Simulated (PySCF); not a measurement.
Gas-phase XPS of cyclopropenethione, computed

Species: cyclopropenethione, C3H2S.
Atom-mapped SMILES: `[S:1]=[c:2]1[cH:3][cH:4]1`

Level of theory: delta-SCF UKS SCAN, pcX-2 on the ionised atom, pcseg-1 elsewhere, spin-free X2C (PySCF 2.14.0). Binding energies are ΔSCF values: E(core-ionised, relaxed orbitals) − E(ground state) at a fixed geometry, referred to the vacuum level.

**Question.** List the computed XPS lines with their assignment.

**Answer.** 
```tsv
atom(s)	environment	level	binding energy (eV)	above the level's lowest (eV)	count
S1	thiocarbonyl sulfur	S 1s	2476.03	0.00	1
C2	thiocarbonyl carbon	C 1s	292.72	+0.55	1
C3/C4	unsaturated ring CH carbon	C 1s	292.17	0.00	2
```

Lowest listed C 1s: C3/C4, bonded to 2 C (aromatic in the SMILES) and H. Highest, 0.55 eV above it: C2, bonded to S (double bond) and 2 C (aromatic in the SMILES). Summing the Pauling electronegativity differences to the bonded atoms, each weighted by its formal bond order, gives -0.35 for the lowest site and +0.06 for the highest.

**Question.** Which effective nuclear charge Zeff reproduces each element's mean 1s value in the hydrogen-like formula E = 13.606 eV × Zeff²?

**Answer.** C (Z = 6): mean 292.4 eV, Zeff = 4.64, Z − Zeff = 1.36; S (Z = 16): mean 2476.0 eV, Zeff = 13.49, Z − Zeff = 2.51. Means run over the listed sites, weighted by atom count.

**Question.** Give the binding energy of C 1s of C2 in hartree and in kJ/mol.

**Answer.** 292.72 eV = 10.7573 Eh = 28243 kJ/mol.

The first atom of each set that the bonding makes equivalent was ionised and stands for the set. Not every level is listed. Spin contamination (⟨S²⟩ against 0.75 for a pure doublet) is marked for C 1s of C2 (0.87) and C 1s of C3/C4 (0.90), which makes these values less certain. Isolated species at its PBE0-D3(BJ)/def2-SVP geometry, gas phase.

The run took 19 s of wall time on one thread, Arm Neoverse N1 (shared host).
